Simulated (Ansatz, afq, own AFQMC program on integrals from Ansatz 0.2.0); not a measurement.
## HfH, doublet: AFQMC among the cluster methods

```yaml
atoms:
  - { symbol: Hf, position_ang: [0.0000, 0.0000, 0.0000] }
  - { symbol: H, position_ang: [0.0000, 0.0000, 2.2150] }
```

Basis def2-TZVP with its core potentials. Noble-gas cores (and the filled d shells of Ga–Kr and In–Xe) are frozen. Ansatz 0.2.0 and our own AFQMC program on the same integrals; the CISD trial comes from CCSD amplitudes, and released means the phaseless constraint is let go. Error bars are statistical, one sigma. No spin–orbit coupling. The metal's outer-core s and p shells are frozen, which shifts wave-function levels against functionals.

Determinant: ROHF, the one that the program's search chose, which needn't be the lowest solution. The geometry is a point of a scan.

Full CI on the same integrals is exact in this basis and with this determinant's frozen core.

Cautions: no spin-orbit coupling; outer-core shells of the metal frozen; a spin-contaminated unrestricted determinant lies lower (UHF 327 meV lower, ⟨S²⟩ 1.31); raised T1 diagnostic (T1 0.047, weight of the determinant 0.85, largest double 0.14); the released energies are still falling, so no released level is given (meV from the phaseless value at times in 1/Eh: -9 ± 3 at 0.60, -15 ± 3 at 1.20, -18 ± 3 at 2.00, -22 ± 3 at 3.00, -29 ± 5 at 4.20); the ph-AFQMC/CISD walk drifts between its halves (2.2 errors); CCSDTQ on the UHF determinant differs (21 meV lower), perhaps since the unrestricted series falls towards higher spin.

* T1 diagnostic: 0.0472
* weight of the determinant in the CISD state: 0.850
* size of the correlated space: 5 electrons in 42 orbitals

Reference: full CI, correlation energy -2.531 eV.

| level | E − E(reference) (meV) | share of correlation (%) |
| --- | --- | --- |
| HF | 2531.1 | 0.00 |
| MP2 | 815.4 | 67.79 |
| CCSD | 141.5 | 94.41 |
| CCSD(T) | 51.0 | 97.98 |
| CCSDT | 5.5 | 99.78 |
| CCSDT(Q) | 1.4 | 99.94 |
| CCSDTQ | 0.1 | 100.00 |
| ph-AFQMC/CISD | 44.0 ± 3.4 | 98.26 |

CCSDT and higher add their correlation energy to the determinant of the CCSD(T) run, since their own runs factorise the integrals more tightly (a shift of under 2 meV). A walk keeps the symmetry of its determinant, which the program's search chose and which needn't be the lowest solution, so a lower state of the same spin and another symmetry isn't excluded.
